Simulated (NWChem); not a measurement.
Correlation energy of ammonia (H3N)

```xyz
4

N      0.0016     0.1283     0.0000
H     -0.4728    -0.2934     0.8124
H     -0.4728    -0.2934    -0.8124
H      0.9343    -0.3110     0.0000
```
Charge 0, spin multiplicity 1.

Everything below was run with NWChem. Structure: optimised with PBE/def2-SVP, a minimum by its harmonic frequencies.

Basis set: cc-pVQZ. Each correlation energy counts from its own Hartree-Fock reference.

The correlated methods keep 1 core orbital frozen. No row is a measurement; the coupled-cluster row has its own basis-set and correlation limits.

**Question.** Order these methods by the correlation energy they give, lowest first: CR-CCSD(T), MP2, SCS-MP2, CCSD.

**Answer.** CR-CCSD(T) (-270.4 mHa), CCSD (-262.6 mHa), SCS-MP2 (-256.4 mHa), MP2 (-252.9 mHa)
